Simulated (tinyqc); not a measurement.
Inside a calculation (part 2 of 2). Method: UKS/exchange-only LDA in the sto-3g basis, for BH2, spin multiplicity 2. Computed by tinyqc, a small Python program that keeps every step (integrals from PySCF). Command: `OMP_NUM_THREADS=1 python tinyqc.py 22907 22908 out.jsonl` (the two numbers bound the seeds that draw the settings). One thread of a shared host (Intel(R) Xeon(R) Processor @ 2.60GHz), about 1 s of CPU time with the checks.

Geometry (angstrom):
```
atom         x          y         z
B     0.000000   0.000000  0.000000
H     0.000000   1.445000  0.486000
H     0.000000  -1.445000  0.486000
```

## Iteration 2: exchange-correlation on the grid

D(alpha) after iteration 1, order 1B 1s, 1B 2s, 1B 2px, 1B 2py, 1B 2pz, 2H 1s, 3H 1s:
```
[[1.080659, -0.313830, 0.000000, 0.000000, 0.061294, 0.050349, 0.050349],
 [-0.313830, 1.251606, 0.000000, 0.000000, -0.231879, -0.323331, -0.323331],
 [0.000000, 0.000000, 0.000000, 0.000000, 0.000000, 0.000000, 0.000000],
 [0.000000, 0.000000, 0.000000, 0.087432, 0.000000, 0.173476, -0.173476],
 [0.061294, -0.231879, 0.000000, 0.000000, 0.063122, 0.155784, 0.155784],
 [0.050349, -0.323331, 0.000000, 0.173476, 0.155784, 0.885761, 0.197365],
 [0.050349, -0.323331, 0.000000, -0.173476, 0.155784, 0.197365, 0.885761]]
```

D(beta) after iteration 1, order 1B 1s, 1B 2s, 1B 2px, 1B 2py, 1B 2pz, 2H 1s, 3H 1s:
```
[[0.992379, 0.000602, 0.000000, 0.000000, -0.009615, -0.095670, -0.095670],
 [0.000602, 0.131750, 0.000000, 0.000000, 0.021373, 0.196340, 0.196340],
 [0.000000, 0.000000, 0.000000, 0.000000, 0.000000, 0.000000, 0.000000],
 [0.000000, 0.000000, 0.000000, 0.078962, 0.000000, 0.166984, -0.166984],
 [-0.009615, 0.021373, 0.000000, 0.000000, 0.003562, 0.032796, 0.032796],
 [-0.095670, 0.196340, 0.000000, 0.166984, 0.032796, 0.655121, -0.051137],
 [-0.095670, 0.196340, 0.000000, -0.166984, 0.032796, -0.051137, 0.655121]]
```

Becke grid with 30 radial and 26 angular points per atom, points of zero weight dropped. rho = sum D_ij phi_i phi_j; V_xc,ij = sum w v_xc phi_i phi_j; v_xc is d(rho eps)/d rho(s) for spin s.

The 16 grid points with the largest w rho, of 2332 (bohr, atomic units):
```
x                  y          z         w  rho(alpha)  rho(beta)     eps_xc  v_xc(alpha)
0.000000   -1.749914   0.000000  0.389139    0.038539   0.035938  -0.310820    -0.419083
0.000000    1.749914   0.000000  0.389139    0.038539   0.035938  -0.310820    -0.419083
0.000000   -1.439531   0.000000  0.317822    0.043304   0.032084  -0.313539    -0.435690
0.000000    1.439531   0.000000  0.317822    0.043304   0.032084  -0.313539    -0.435690
0.000000   -2.105613   0.000000  0.273395    0.043071   0.042787  -0.325821    -0.434904
0.000000    2.105613   0.000000  0.273395    0.043071   0.042787  -0.325821    -0.434904
0.000000    0.000000   0.320617  0.006291    1.691512   1.617695  -1.100714    -1.478287
0.000000   -0.320617   0.000000  0.006291    1.670934   1.629771  -1.099687    -1.472268
0.000000    0.320617   0.000000  0.006291    1.670934   1.629771  -1.099687    -1.472268
0.320617    0.000000   0.000000  0.006291    1.661691   1.622015  -1.097793    -1.469548
-0.320617   0.000000   0.000000  0.006291    1.661691   1.622015  -1.097793    -1.469548
0.000000    0.000000  -0.320617  0.006291    1.643489   1.627031  -1.096292    -1.464163
0.000000    0.000000   0.229090  0.002551    3.882051   3.675220  -1.449592    -1.949938
0.000000    0.229090   0.000000  0.002551    3.846968   3.686199  -1.447954    -1.944046
0.000000   -0.229090   0.000000  0.002551    3.846968   3.686199  -1.447954    -1.944046
0.229090    0.000000   0.000000  0.002551    3.841490   3.681899  -1.447326    -1.943123
```

electrons on the grid, sum of w rho = 6.999299

E_xc = sum of w rho eps_xc = -4.05982765 hartree

V_xc(alpha) (hartree), order 1B 1s, 1B 2s, 1B 2px, 1B 2py, 1B 2pz, 2H 1s, 3H 1s:
```
[[-1.701867, -0.257771, 0.000000, 0.000000, 0.004572, -0.030098, -0.030098],
 [-0.257771, -0.381440, 0.000000, 0.000000, 0.020269, -0.117833, -0.117833],
 [0.000000, 0.000000, -0.359769, 0.000000, 0.000000, 0.000000, 0.000000],
 [0.000000, 0.000000, 0.000000, -0.406970, 0.000000, -0.132815, 0.132815],
 [0.004572, 0.020269, 0.000000, 0.000000, -0.367937, -0.041157, -0.041157],
 [-0.030098, -0.117833, 0.000000, -0.132815, -0.041157, -0.441903, -0.007713],
 [-0.030098, -0.117833, 0.000000, 0.132815, -0.041157, -0.007713, -0.441903]]
```

V_xc(beta) (hartree), order 1B 1s, 1B 2s, 1B 2px, 1B 2py, 1B 2pz, 2H 1s, 3H 1s:
```
[[-1.672959, -0.244186, 0.000000, 0.000000, -0.001924, -0.028654, -0.028654],
 [-0.244186, -0.294987, 0.000000, 0.000000, -0.031525, -0.104990, -0.104990],
 [0.000000, 0.000000, -0.265299, 0.000000, 0.000000, 0.000000, 0.000000],
 [0.000000, 0.000000, 0.000000, -0.343595, 0.000000, -0.123038, 0.123038],
 [-0.001924, -0.031525, 0.000000, 0.000000, -0.268724, -0.043667, -0.043667],
 [-0.028654, -0.104990, 0.000000, -0.123038, -0.043667, -0.416618, -0.006810],
 [-0.028654, -0.104990, 0.000000, 0.123038, -0.043667, -0.006810, -0.416618]]
```

## Iteration 2: building the Kohn-Sham matrix

core Hamiltonian H = T + V (hartree), order 1B 1s, 1B 2s, 1B 2px, 1B 2py, 1B 2pz, 2H 1s, 3H 1s:
```
[[-13.015298, -3.374300, 0.000000, 0.000000, -0.007218, -0.398728, -0.398728],
 [-3.374300, -4.100383, 0.000000, 0.000000, -0.070169, -1.122686, -1.122686],
 [0.000000, 0.000000, -3.256497, 0.000000, 0.000000, 0.000000, 0.000000],
 [0.000000, 0.000000, 0.000000, -3.386989, 0.000000, -1.070749, 1.070749],
 [-0.007218, -0.070169, 0.000000, 0.000000, -3.271258, -0.367507, -0.367507],
 [-0.398728, -1.122686, 0.000000, -1.070749, -0.367507, -2.378900, -0.092588],
 [-0.398728, -1.122686, 0.000000, 1.070749, -0.367507, -0.092588, -2.378900]]
```

nuclear repulsion = 3.65416871 hartree

Given earlier and not repeated: Two-electron integrals (ij|kl) in chemists' order.

J_ij = sum D_kl (ij|kl) with D = D(alpha) + D(beta); F = H + J + V_xc; E = tr D H + tr D J / 2 + E_xc + E_nn.

Coulomb J (hartree), order 1B 1s, 1B 2s, 1B 2px, 1B 2py, 1B 2pz, 2H 1s, 3H 1s:
```
[[8.170457, 1.650519, 0.000000, 0.000000, 0.004523, 0.192128, 0.192128],
 [1.650519, 3.496594, 0.000000, 0.000000, 0.073373, 0.995560, 0.995560],
 [0.000000, 0.000000, 3.421008, 0.000000, 0.000000, 0.000000, 0.000000],
 [0.000000, 0.000000, 0.000000, 3.609100, 0.000000, 1.051969, -1.051969],
 [0.004523, 0.073373, 0.000000, 0.000000, 3.446457, 0.359839, 0.359839],
 [0.192128, 0.995560, 0.000000, 1.051969, 0.359839, 2.844100, 0.072021],
 [0.192128, 0.995560, 0.000000, -1.051969, 0.359839, 0.072021, 2.844100]]
```

F(alpha) (hartree), order 1B 1s, 1B 2s, 1B 2px, 1B 2py, 1B 2pz, 2H 1s, 3H 1s:
```
[[-6.546709, -1.981552, 0.000000, 0.000000, 0.001877, -0.236698, -0.236698],
 [-1.981552, -0.985230, 0.000000, 0.000000, 0.023473, -0.244959, -0.244959],
 [0.000000, 0.000000, -0.195258, 0.000000, 0.000000, 0.000000, 0.000000],
 [0.000000, 0.000000, 0.000000, -0.184859, 0.000000, -0.151595, 0.151595],
 [0.001877, 0.023473, 0.000000, 0.000000, -0.192738, -0.048825, -0.048825],
 [-0.236698, -0.244959, 0.000000, -0.151595, -0.048825, 0.023297, -0.028279],
 [-0.236698, -0.244959, 0.000000, 0.151595, -0.048825, -0.028279, 0.023297]]
```

F(beta) (hartree), order 1B 1s, 1B 2s, 1B 2px, 1B 2py, 1B 2pz, 2H 1s, 3H 1s:
```
[[-6.517800, -1.967967, 0.000000, 0.000000, -0.004619, -0.235254, -0.235254],
 [-1.967967, -0.898776, 0.000000, 0.000000, -0.028321, -0.232116, -0.232116],
 [0.000000, 0.000000, -0.100789, 0.000000, 0.000000, 0.000000, 0.000000],
 [0.000000, 0.000000, 0.000000, -0.121484, 0.000000, -0.141818, 0.141818],
 [-0.004619, -0.028321, 0.000000, 0.000000, -0.093525, -0.051335, -0.051335],
 [-0.235254, -0.232116, 0.000000, -0.141818, -0.051335, 0.048581, -0.027376],
 [-0.235254, -0.232116, 0.000000, 0.141818, -0.051335, -0.027376, 0.048581]]
```

total energy of this density = -24.40431740 hartree

## Iteration 2: diagonalisation and new density

X, order 1B 1s, 1B 2s, 1B 2px, 1B 2py, 1B 2pz, 2H 1s, 3H 1s:
```
[[-0.446085, 0.000000, 0.717054, 0.000000, -0.539517, 0.000000, 0.287759],
 [1.005213, 0.000000, -0.199737, 0.000000, -0.182465, 0.000000, 0.529998],
 [0.000000, 0.000000, 0.000000, 1.000000, 0.000000, 0.000000, 0.000000],
 [0.000000, 0.988911, 0.000000, 0.000000, 0.000000, 0.588469, 0.000000],
 [0.281643, 0.000000, 0.638972, 0.000000, 0.725381, 0.000000, 0.143771],
 [-0.627692, -0.715881, -0.271378, 0.000000, 0.208345, 0.406452, 0.354384],
 [-0.627692, 0.715881, -0.271378, 0.000000, 0.208345, -0.406452, 0.354384]]
```

overlap S, order 1B 1s, 1B 2s, 1B 2px, 1B 2py, 1B 2pz, 2H 1s, 3H 1s:
```
[[1.000000, 0.269328, 0.000000, 0.000000, 0.000000, 0.031421, 0.031421],
 [0.269328, 1.000000, 0.000000, 0.000000, 0.000000, 0.319457, 0.319457],
 [0.000000, 0.000000, 1.000000, 0.000000, 0.000000, 0.000000, 0.000000],
 [0.000000, 0.000000, 0.000000, 1.000000, 0.000000, 0.345850, -0.345850],
 [0.000000, 0.000000, 0.000000, 0.000000, 1.000000, 0.116321, 0.116321],
 [0.031421, 0.319457, 0.000000, 0.345850, 0.116321, 1.000000, 0.022974],
 [0.031421, 0.319457, 0.000000, -0.345850, 0.116321, 0.022974, 1.000000]]
```

A level shift of 0.2 hartree raises the virtual space: F + shift (S - S D(s) S), with D(s) the density of one spin. Diagonalise F' = X^T F X, C = X C', fill 4 alpha and 3 beta electrons from the bottom; D(s) = C_occ C_occ^T. Each column has its largest component positive (the first on a tie).

F' = X^T F X (alpha) (hartree):
```
[[-0.089931, 0.000000, 0.999486, 0.000000, -0.680283, 0.000000, 0.372303],
 [0.000000, 0.486414, 0.000000, 0.000000, 0.000000, -0.079136, 0.000000],
 [0.999486, 0.000000, -2.682998, 0.000000, 2.383730, 0.000000, -1.876204],
 [0.000000, 0.000000, 0.000000, 0.004742, 0.000000, 0.000000, 0.000000],
 [-0.680283, 0.000000, 2.383730, 0.000000, -2.250429, 0.000000, 1.796749],
 [0.000000, -0.079136, 0.000000, 0.000000, 0.000000, -0.177063, 0.000000],
 [0.372303, 0.000000, -1.876204, 0.000000, 1.796749, 0.000000, -1.712280]]
```

orbital energies (alpha) (hartree): [-6.555701, -0.425564, -0.186371, -0.072608, 0.004742, 0.318235, 0.495723]

coefficients C (alpha), order 1B 1s, 1B 2s, 1B 2px, 1B 2py, 1B 2pz, 2H 1s, 3H 1s:
```
[[0.988084, -0.301801, 0.000000, 0.026851, 0.000000, 0.137575, 0.000000],
 [0.043321, 0.968100, 0.000000, -0.157433, 0.000000, -0.632978, 0.000000],
 [0.000000, 0.000000, 0.000000, 0.000000, 1.000000, 0.000000, 0.000000],
 [0.000000, 0.000000, 0.699964, 0.000000, 0.000000, 0.000000, 0.913395],
 [0.001273, -0.101125, 0.000000, 0.864325, 0.000000, -0.526470, 0.000000],
 [-0.007565, 0.089074, 0.320041, 0.288837, 0.000000, 0.738391, -0.758461],
 [-0.007565, 0.089074, -0.320041, 0.288837, 0.000000, 0.738391, 0.758461]]
```

F' = X^T F X (beta) (hartree):
```
[[0.103770, 0.000000, 0.930909, 0.000000, -0.777015, 0.000000, 0.416788],
 [0.000000, 0.544281, 0.000000, 0.000000, 0.000000, -0.054598, 0.000000],
 [0.930909, 0.000000, -2.598435, 0.000000, 2.456896, 0.000000, -1.902174],
 [0.000000, 0.000000, 0.000000, 0.099211, 0.000000, 0.000000, 0.000000],
 [-0.777015, 0.000000, 2.456896, 0.000000, -2.127871, 0.000000, 1.761607],
 [0.000000, -0.054598, 0.000000, 0.000000, 0.000000, -0.136290, 0.000000],
 [0.416788, 0.000000, -1.902174, 0.000000, 1.761607, 0.000000, -1.667066]]
```

orbital energies (beta) (hartree): [-6.526222, -0.295332, -0.140643, 0.099211, 0.102977, 0.428974, 0.548634]

coefficients C (beta), order 1B 1s, 1B 2s, 1B 2px, 1B 2py, 1B 2pz, 2H 1s, 3H 1s:
```
[[0.988422, -0.266066, 0.000000, 0.000000, 0.082805, -0.180044, 0.000000],
 [0.042206, 0.818836, 0.000000, 0.000000, -0.297416, 0.777053, 0.000000],
 [0.000000, 0.000000, 0.000000, 1.000000, 0.000000, 0.000000, 0.000000],
 [0.000000, 0.000000, 0.665189, 0.000000, 0.000000, 0.000000, 0.939023],
 [0.002417, 0.130678, 0.000000, 0.000000, 0.945308, 0.351805, 0.000000],
 [-0.007549, 0.231889, 0.348282, 0.000000, 0.093271, -0.757700, -0.745915],
 [-0.007549, 0.231889, -0.348282, 0.000000, 0.093271, -0.757700, 0.745915]]
```

D(alpha) after iteration 2, order 1B 1s, 1B 2s, 1B 2px, 1B 2py, 1B 2pz, 2H 1s, 3H 1s:
```
[[1.068115, -0.253596, 0.000000, 0.000000, 0.054985, -0.026601, -0.026601],
 [-0.253596, 0.963880, 0.000000, 0.000000, -0.233917, 0.040432, 0.040432],
 [0.000000, 0.000000, 0.000000, 0.000000, 0.000000, 0.000000, 0.000000],
 [0.000000, 0.000000, 0.000000, 0.489949, 0.000000, 0.224017, -0.224017],
 [0.054985, -0.233917, 0.000000, 0.000000, 0.757285, 0.240632, 0.240632],
 [-0.026601, 0.040432, 0.000000, 0.224017, 0.240632, 0.193844, -0.011008],
 [-0.026601, 0.040432, 0.000000, -0.224017, 0.240632, -0.011008, 0.193844]]
```

D(beta) after iteration 2, order 1B 1s, 1B 2s, 1B 2px, 1B 2py, 1B 2pz, 2H 1s, 3H 1s:
```
[[1.047770, -0.176147, 0.000000, 0.000000, -0.032380, -0.069159, -0.069159],
 [-0.176147, 0.672273, 0.000000, 0.000000, 0.107106, 0.189561, 0.189561],
 [0.000000, 0.000000, 0.000000, 0.000000, 0.000000, 0.000000, 0.000000],
 [0.000000, 0.000000, 0.000000, 0.442476, 0.000000, 0.231673, -0.231673],
 [-0.032380, 0.107106, 0.000000, 0.000000, 0.017083, 0.030285, 0.030285],
 [-0.069159, 0.189561, 0.000000, 0.231673, 0.030285, 0.175130, -0.067471],
 [-0.069159, 0.189561, 0.000000, -0.231673, 0.030285, -0.067471, 0.175130]]
```

## Iteration 13 (converged): orbitals

converged F(alpha) (hartree), order 1B 1s, 1B 2s, 1B 2px, 1B 2py, 1B 2pz, 2H 1s, 3H 1s:
```
[[-6.097868, -1.876247, 0.000000, 0.000000, -0.000267, -0.224558, -0.224558],
 [-1.876247, -0.775728, 0.000000, 0.000000, -0.001704, -0.223586, -0.223586],
 [0.000000, 0.000000, 0.032371, 0.000000, 0.000000, 0.000000, 0.000000],
 [0.000000, 0.000000, 0.000000, 0.001835, 0.000000, -0.146368, 0.146368],
 [-0.000267, -0.001704, 0.000000, 0.000000, 0.020974, -0.050035, -0.050035],
 [-0.224558, -0.223586, 0.000000, -0.146368, -0.050035, -0.087909, -0.025810],
 [-0.224558, -0.223586, 0.000000, 0.146368, -0.050035, -0.025810, -0.087909]]
```

converged F(beta) (hartree), order 1B 1s, 1B 2s, 1B 2px, 1B 2py, 1B 2pz, 2H 1s, 3H 1s:
```
[[-6.076972, -1.861140, 0.000000, 0.000000, -0.008432, -0.223044, -0.223044],
 [-1.861140, -0.697838, 0.000000, 0.000000, -0.059236, -0.213841, -0.213841],
 [0.000000, 0.000000, 0.093755, 0.000000, 0.000000, 0.000000, 0.000000],
 [0.000000, 0.000000, 0.000000, 0.052798, 0.000000, -0.140700, 0.140700],
 [-0.008432, -0.059236, 0.000000, 0.000000, 0.141779, -0.053047, -0.053047],
 [-0.223044, -0.213841, 0.000000, -0.140700, -0.053047, -0.084233, -0.025004],
 [-0.223044, -0.213841, 0.000000, 0.140700, -0.053047, -0.025004, -0.084233]]
```

Diagonalise F' = X^T F X, C = X C', fill 4 alpha and 3 beta electrons from the bottom; D(s) = C_occ C_occ^T. Each column has its largest component positive (the first on a tie).

F' = X^T F X (alpha) (hartree):
```
[[-0.055278, 0.000000, 0.812235, 0.000000, -0.642996, 0.000000, 0.461909],
 [0.000000, 0.352625, 0.000000, 0.000000, 0.000000, 0.042864, 0.000000],
 [0.812235, 0.000000, -2.475802, 0.000000, 2.267033, 0.000000, -1.759958],
 [0.000000, 0.000000, 0.000000, 0.032371, 0.000000, 0.000000, 0.000000],
 [-0.642996, 0.000000, 2.267033, 0.000000, -2.063651, 0.000000, 1.651240],
 [0.000000, 0.042864, 0.000000, 0.000000, 0.000000, -0.159919, 0.000000],
 [0.461909, 0.000000, -1.759958, 0.000000, 1.651240, 0.000000, -1.593324]]
```

orbital energies (alpha) (hartree): [-6.108610, -0.272368, -0.163479, -0.008650, 0.032371, 0.201573, 0.356185]

coefficients C (alpha), order 1B 1s, 1B 2s, 1B 2px, 1B 2py, 1B 2pz, 2H 1s, 3H 1s:
```
[[0.986635, -0.256549, 0.000000, 0.112334, 0.000000, -0.187504, 0.000000],
 [0.048289, 0.757959, 0.000000, -0.428362, 0.000000, 0.777312, 0.000000],
 [0.000000, 0.000000, 0.000000, 0.000000, 1.000000, 0.000000, 0.000000],
 [0.000000, 0.000000, 0.504599, 0.000000, 0.000000, 0.000000, 1.034224],
 [0.001901, 0.041246, 0.000000, 0.850548, 0.000000, 0.556165, 0.000000],
 [-0.008558, 0.296296, 0.464310, 0.264089, 0.000000, -0.692121, -0.679783],
 [-0.008558, 0.296296, -0.464310, 0.264089, 0.000000, -0.692121, 0.679783]]
```

F' = X^T F X (beta) (hartree):
```
[[-0.024142, 0.000000, 0.791384, 0.000000, -0.661372, 0.000000, 0.486756],
 [0.000000, 0.389354, 0.000000, 0.000000, 0.000000, 0.070632, 0.000000],
 [0.791384, 0.000000, -2.406068, 0.000000, 2.331969, 0.000000, -1.773736],
 [0.000000, 0.000000, 0.000000, 0.093755, 0.000000, 0.000000, 0.000000],
 [-0.661372, 0.000000, 2.331969, 0.000000, -1.970409, 0.000000, 1.625697],
 [0.000000, 0.070632, 0.000000, 0.000000, 0.000000, -0.135899, 0.000000],
 [0.486756, 0.000000, -1.773736, 0.000000, 1.625697, 0.000000, -1.563602]]
```

orbital energies (beta) (hartree): [-6.086798, -0.234536, -0.145231, 0.093755, 0.130043, 0.227069, 0.398687]

coefficients C (beta), order 1B 1s, 1B 2s, 1B 2px, 1B 2py, 1B 2pz, 2H 1s, 3H 1s:
```
[[0.987323, -0.230152, 0.000000, 0.000000, 0.180921, -0.162889, 0.000000],
 [0.045973, 0.662402, 0.000000, 0.000000, -0.677972, 0.681178, 0.000000],
 [0.000000, 0.000000, 0.000000, 1.000000, 0.000000, 0.000000, 0.000000],
 [0.000000, 0.000000, 0.453864, 0.000000, 0.000000, 0.000000, 1.057472],
 [0.003509, 0.147502, 0.000000, 0.000000, 0.712182, 0.710974, 0.000000],
 [-0.008250, 0.353371, 0.496722, 0.000000, 0.344653, -0.626828, -0.656473],
 [-0.008250, 0.353371, -0.496722, 0.000000, 0.344653, -0.626828, 0.656473]]
```

D(alpha) after iteration 13, order 1B 1s, 1B 2s, 1B 2px, 1B 2py, 1B 2pz, 2H 1s, 3H 1s:
```
[[1.051885, -0.194930, 0.000000, 0.000000, 0.086839, -0.054792, -0.054792],
 [-0.194930, 0.760327, 0.000000, 0.000000, -0.332987, 0.111041, 0.111041],
 [0.000000, 0.000000, 0.000000, 0.000000, 0.000000, 0.000000, 0.000000],
 [0.000000, 0.000000, 0.000000, 0.254620, 0.000000, 0.234290, -0.234290],
 [0.086839, -0.332987, 0.000000, 0.000000, 0.725136, 0.236825, 0.236825],
 [-0.054792, 0.111041, 0.000000, 0.234290, 0.236825, 0.373192, -0.057977],
 [-0.054792, 0.111041, 0.000000, -0.234290, 0.236825, -0.057977, 0.373192]]
```

D(beta) after iteration 13, order 1B 1s, 1B 2s, 1B 2px, 1B 2py, 1B 2pz, 2H 1s, 3H 1s:
```
[[1.027777, -0.107063, 0.000000, 0.000000, -0.030483, -0.089475, -0.089475],
 [-0.107063, 0.440890, 0.000000, 0.000000, 0.097867, 0.233695, 0.233695],
 [0.000000, 0.000000, 0.000000, 0.000000, 0.000000, 0.000000, 0.000000],
 [0.000000, 0.000000, 0.000000, 0.205993, 0.000000, 0.225444, -0.225444],
 [-0.030483, 0.097867, 0.000000, 0.000000, 0.021769, 0.052094, 0.052094],
 [-0.089475, 0.233695, 0.000000, 0.225444, 0.052094, 0.371672, -0.121793],
 [-0.089475, 0.233695, 0.000000, -0.225444, 0.052094, -0.121793, 0.371672]]
```

## Convergence

Stop when the energy changes by less than 1e-08 hartree and every element of the error matrix X^T (F D S - S D F) X (for each spin) is below 3e-05.

Course of the cycle:
```
iteration   E (hartree)     change  largest element of the error matrix
1          -23.35948700          -                             3.63e-01
2          -24.40431740  -1.04e+00                             2.42e-01
3          -24.61920288  -2.15e-01                             2.17e-01
4          -24.74285478  -1.24e-01                             8.82e-02
5          -24.76558200  -2.27e-02                             2.72e-02
6          -24.76797202  -2.39e-03                             8.19e-03
7          -24.76821314  -2.41e-04                             2.44e-03
8          -24.76823845  -2.53e-05                             7.43e-04
9          -24.76824136  -2.92e-06                             2.57e-04
10         -24.76824175  -3.89e-07                             9.81e-05
11         -24.76824181  -6.23e-08                             4.34e-05
12         -24.76824182  -1.05e-08                             2.02e-05
13         -24.76824183  -2.18e-09                             9.59e-06
```

PySCF UKS in the same basis, fine grid, after a stability check = -24.76854014 hartree

Converged in 13 iterations. The coarse grid moves the energy by +2.98e-04 hartree.

## Populations, bond orders and dipole

Mulliken: Z minus the diagonal of D S on the atom; Loewdin: the same with S^(1/2) D S^(1/2); Mayer order: 2 sum_s sum (D(s) S)_ij (D(s) S)_ji over the two atoms.

Charges (e):
```
atom   Mulliken    Loewdin  Mulliken spin
1B     0.077870   0.080467       1.021118
2H    -0.038935  -0.040233      -0.010559
3H    -0.038935  -0.040233      -0.010559
```

Mayer bond orders:
```
pair     order
2-1   0.963131
3-1   0.963131
3-2   0.035242
```

dipole moment about the origin, x y z (debye): [0.000000, 0.000000, 0.090762]

<S^2> of the determinant (pure state: 0.75) = 0.753346
